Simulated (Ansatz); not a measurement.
A nudged elastic band was laid between two geometries of CH$_{5}$OSi (8 atoms, charge 1, multiplicity 1).

Theory: RKS r2SCAN/def2-SVP (Ansatz 0.2.0).

```json
{"movable images": "5", "climbing image": "yes", "spring": "5.0 eV/Å²", "optimiser": "quadratic models (default)", "start path": "IDPP", "force threshold": "0.03 eV/Å", "iteration limit": "60", "end points": "relaxed"}
```

Initial state:

```xyz
8
Properties=species:S:1:pos:R:3
C -0.620 0.839 -0.359
Si 0.729 -0.223 0.229
O 0.600 -1.771 0.590
H -1.583 0.316 -0.454
H -0.335 1.270 -1.337
H -0.731 1.694 0.335
H 2.110 0.234 0.441
H -0.171 -2.360 0.556
```

Final state:

```xyz
8
Properties=species:S:1:pos:R:3
C -0.637 0.842 -0.326
Si 0.759 -0.184 0.224
O 0.662 -1.750 0.516
H -0.321 1.890 -0.450
H -1.463 0.799 0.406
H -1.035 0.470 -1.288
H 2.129 0.289 0.467
H -0.094 -2.355 0.451
```

Q: What changes between the two ends?

A: No bond is made or broken. The dihedral H4–C1–Si2–O3 goes from 0 to 180°.

Q: What energy profile does the band end with?

A: The forces met the threshold. The highest image is number 2 of 0 to 6, 1.5 kJ/mol above the first end and 0.0 kJ/mol above the last; the last end lies 1.5 kJ/mol above the first. A structure lower than the last end lies on the path between it and the top, so the climb from that side starts below the end, which may itself be a saddle point or a shallow side well. The top lies less than 8 meV above the higher end, about what the thresholds resolve: that end is a shoulder or a very shallow well. A vibrational analysis at the climbing image gives one clearly imaginary mode, 81i cm⁻¹: a first-order saddle point. Limits of this set-up: the dipole of an ion depends on the origin.

| image | path coordinate (Å) | energy (kJ/mol) | dihedral H4–C1–Si2–O3 (°) |
| --- | --- | --- | --- |
| 0 | 0.00 | 0.0 | 0 |
| 1 | 0.77 | 0.7 | 29 |
| 2 | 1.53 | 1.5 | 59 |
| 3 | 2.30 | 0.7 | 90 |
| 4 | 3.07 | 0.0 | 122 |
| 5 | 3.84 | 0.7 | 152 |
| 6 | 4.61 | 1.5 | 180 |

Q: What is the geometry of the highest image?

A: 
```xyz
8
Properties=species:S:1:pos:R:3
C -0.709 0.834 -0.140
Si 0.699 -0.195 0.368
O 0.897 -1.718 -0.065
H -1.659 0.376 0.194
H -0.758 0.909 -1.242
H -0.628 1.846 0.286
H 1.818 0.235 1.219
H 0.340 -2.288 -0.620
```

Time of the run: 74 s on 1 thread of Intel(R) Xeon(R) Platinum 8259CL CPU @ 2.50GHz (Skylake/Cascade Lake), with other jobs on the host, peak memory 0.14 GiB.
